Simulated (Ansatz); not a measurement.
Process, species as SMILES: C#N (CH-N) → [C]#N (C-N) + H atom
B3LYP-D3(BJ)/def2-TZVP geometries, fixed; electronic energies without zero-point terms.

Effect of a fitting basis named in the input at HF/aug-cc-pVTZ with Ansatz (a quantum-chemistry and plane-wave program), against the last row, where the bond dissociation energy is 109.17 kcal/mol. An unrestricted Hartree-Fock determinant is markedly spin-contaminated. Open shells are unrestricted. The default fits or decomposes integrals by the program's own choice; accuracy: high also tightens integrals, grids and stops.

```json
[
 {"setting": "fitting: def2-SV(P)-JKFIT", "largest shift of a total energy (mEh)": "0.043", "shift of the bond dissociation energy (kcal/mol)": "0.004"},
 {"setting": "fitting: def2-universal-JKFIT", "largest shift of a total energy (mEh)": "0.043", "shift of the bond dissociation energy (kcal/mol)": "0.004"},
 {"setting": "fitting: cc-pVTZ-JKFIT", "largest shift of a total energy (mEh)": "0.093", "shift of the bond dissociation energy (kcal/mol)": "0.001"},
 {"setting": "fitting: cc-pVQZ-JKFIT", "largest shift of a total energy (mEh)": "0.008", "shift of the bond dissociation energy (kcal/mol)": "0.002"},
 {"setting": "fitting: cc-pV5Z-JKFIT", "largest shift of a total energy (mEh)": "0.002", "shift of the bond dissociation energy (kcal/mol)": "0.001"},
 {"setting": "accuracy: high", "largest shift of a total energy (mEh)": "-0.002", "shift of the bond dissociation energy (kcal/mol)": "0.000"},
 {"setting": "accuracy: medium (default)", "largest shift of a total energy (mEh)": "0.000", "shift of the bond dissociation energy (kcal/mol)": "0.000"}
]
```

Within 0.02 kcal/mol in the bond dissociation energy: fitting: def2-SV(P)-JKFIT; fitting: def2-universal-JKFIT; fitting: cc-pVTZ-JKFIT; fitting: cc-pVQZ-JKFIT; fitting: cc-pV5Z-JKFIT; accuracy: high. The largest shift is 0.093 mEh in a total energy and 0.004 kcal/mol in the difference.
